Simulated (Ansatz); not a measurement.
The inner images of a band of H + H4Si (6 atoms, charge 0, multiplicity 2) are given out of order.

Level of theory: UKS PBE0-D4/def2-SVP (Ansatz).

First end point:

```xyz
6
Properties=species:S:1:pos:R:3
Si 0.000 0.000 -0.244
H 0.000 0.000 1.249
H 1.407 0.000 -0.744
H -0.703 1.218 -0.745
H -0.703 -1.218 -0.745
H 0.000 0.000 4.150
```

Last end point:

```xyz
6
Properties=species:S:1:pos:R:3
Si 0.001 0.000 -0.531
H 0.000 0.000 2.812
H 1.425 0.000 -0.979
H -0.712 1.234 -0.978
H -0.712 -1.234 -0.978
H 0.000 0.000 3.575
```

Task: Put them in order from the first end to the last, with their energies above the first end.
A.
```xyz
6
Properties=species:S:1:pos:R:3
Si 0.001 0.000 -0.081
H 0.004 0.000 1.417
H 1.410 0.000 -0.575
H -0.705 1.221 -0.570
H -0.705 -1.221 -0.570
H -0.004 0.000 3.301
```
B.
```xyz
6
Properties=species:S:1:pos:R:3
Si 0.000 0.000 -0.162
H 0.001 0.000 1.331
H 1.408 0.000 -0.658
H -0.704 1.219 -0.658
H -0.704 -1.219 -0.658
H -0.001 0.000 3.726
```
C.
```xyz
6
Properties=species:S:1:pos:R:3
Si 0.007 0.000 -0.323
H -0.001 0.000 2.364
H 1.432 0.000 -0.768
H -0.713 1.238 -0.741
H -0.713 -1.238 -0.741
H -0.011 0.000 3.131
```
D.
```xyz
6
Properties=species:S:1:pos:R:3
Si 0.005 0.000 -0.224
H 0.000 0.000 2.135
H 1.435 0.000 -0.645
H -0.715 1.241 -0.629
H -0.715 -1.241 -0.629
H -0.008 0.000 2.913
```
E.
```xyz
6
Properties=species:S:1:pos:R:3
Si 0.001 0.000 -0.012
H 0.003 0.000 1.542
H 1.412 0.000 -0.499
H -0.706 1.223 -0.495
H -0.706 -1.223 -0.495
H -0.004 0.000 2.879
```
F.
```xyz
6
Properties=species:S:1:pos:R:3
Si 0.005 0.000 -0.425
H 0.000 0.000 2.589
H 1.428 0.000 -0.877
H -0.712 1.236 -0.859
H -0.712 -1.236 -0.859
H -0.007 0.000 3.352
```
G.
```xyz
6
Properties=species:S:1:pos:R:3
Si 0.001 0.000 -0.104
H 0.001 0.000 1.880
H 1.429 0.000 -0.529
H -0.713 1.237 -0.525
H -0.713 -1.237 -0.525
H -0.003 0.000 2.725
```

Result: B (+0.1 kcal/mol), A (+0.8 kcal/mol), E (+2.0 kcal/mol), G (-5.2 kcal/mol), D (-8.8 kcal/mol), C (-10.4 kcal/mol), F (-11.0 kcal/mol).

Time of the run: 38 s on 1 thread of AMD EPYC 7R13 Processor (Zen 3), with other jobs on the host, peak memory 0.11 GiB.
